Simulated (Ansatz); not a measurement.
Reaction (SMILES): C (CH4) → [CH3] (CH3) + H atom
B3LYP-D3(BJ)/def2-TZVP geometries, fixed; electronic energies without zero-point terms.
Largest species:
```xyz
5

C      0.0000     0.0000     0.0000
H      0.6205     0.6269     0.6390
H     -0.6429    -0.6249     0.6185
H      0.6369    -0.6328    -0.6166
H     -0.6146     0.6308    -0.6409
```
Charge 0, spin multiplicity 1.

The bond dissociation energy at CCSD(T) with Ansatz (a first-principles code), in kcal/mol, split into its Hartree-Fock and correlation parts. Cores are frozen. Open shells are unrestricted. No added dispersion term, no relativity. Functions are those of the species that has most.

| basis | X | functions | Hartree-Fock | CCSD(T) |
|---|---|---|---|---|
| cc-pVDZ | 2 | 34 | 85.10 | 107.92 |
| cc-pVTZ | 3 | 86 | 85.37 | 111.27 |
| cc-pVQZ | 4 | 175 | 85.30 | 112.01 |

Worked estimate of the basis-set limit from each neighbouring pair, with Hartree-Fock from the larger set and the correlation part extrapolated as X^-3.
Correlation parts: X = 2: 22.82, X = 3: 25.90, X = 4: 26.71.
- (2,3): (27·(25.90) - 8·(22.82))/19 = 27.20; with Hartree-Fock 85.37 the estimate is 112.57 kcal/mol.
- (3,4): (64·(26.71) - 27·(25.90))/37 = 27.30; with Hartree-Fock 85.30 the estimate is 112.60 kcal/mol.
The last two estimates differ by 0.03 kcal/mol; the largest set lies 0.59 from the last. Over the last step Hartree-Fock moves by -0.07 and the correlation part by 0.81.
